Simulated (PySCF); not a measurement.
**amide anion: 4 charge schemes on one density**

Amide anion, NH₂ (charge -1).
Cartesian coordinates in Å at the GFN2-xTB level; atoms count from 1:
```
atom  x, y, z in Å
N1     0.005    0.446   -0.002
H2    -0.808   -0.222   -0.011
H3     0.815   -0.226    0.001
```

Density: PBE0/pcSseg-1 (PySCF); schemes: Mulliken, IAO, Hirshfeld and ESP-fitted. Isolated species at its GFN2-xTB geometry, gas phase. The pcSseg-1 basis has no diffuse functions, a weakness for an anion. The HOMO energy is positive at this level (+3.55 eV), so the outermost electrons may be held by the finite basis alone.

**Question.** Do the Mulliken, IAO, Hirshfeld and ESP-fitted schemes agree on where the charge is lowest?

**Answer.** All schemes agree: Mulliken N1 (-0.993); IAO N1 (-1.167); Hirshfeld N1 (-0.822); ESP-fitted N1 (-1.317).

**Question.** Which atoms carry the highest charge in the Mulliken, IAO, Hirshfeld and ESP-fitted schemes?

**Answer.** All schemes pick atoms of one kind: Mulliken H2 and H3 (-0.004); IAO H2 and H3 (+0.084); Hirshfeld H2 and H3 (-0.089); ESP-fitted H3 (+0.160).

**Question.** What partial charge does each atom carry?

**Answer.** In e:

| atom | environment | Mulliken | IAO | Hirshfeld | ESP-fitted |
| --- | --- | --- | --- | --- | --- |
| N1 | nitrogen bonded to 2 H | -0.993 | -1.167 | -0.822 | -1.317 |
| H2 | N–H hydrogen | -0.004 | +0.084 | -0.089 | +0.158 |
| H3 | N–H hydrogen | -0.004 | +0.084 | -0.089 | +0.160 |

Mean size of the charges over all atoms: ESP-fitted 0.545 e, IAO 0.445 e, Hirshfeld 0.333 e, Mulliken 0.333 e. Each set sums to the total charge, -1, to within 0.001 e. The Hirshfeld scheme weights the molecular density at each point by an atom's share of the summed free-atom densities. The IAO scheme counts the electrons in orthogonalised intrinsic atomic orbitals, a minimal basis polarised so that it spans the occupied orbitals exactly.

**Question.** Sum the charges by element, for elements with more than one atom.

**Answer.** 
| element | atoms | Mulliken | IAO | Hirshfeld | ESP-fitted |
| --- | --- | --- | --- | --- | --- |
| H | 2 | -0.007 | +0.167 | -0.178 | +0.317 |

**Question.** How many electrons does the IAO scheme count on N1?

**Answer.** Z − q = 7 − (-1.167) = 8.167.
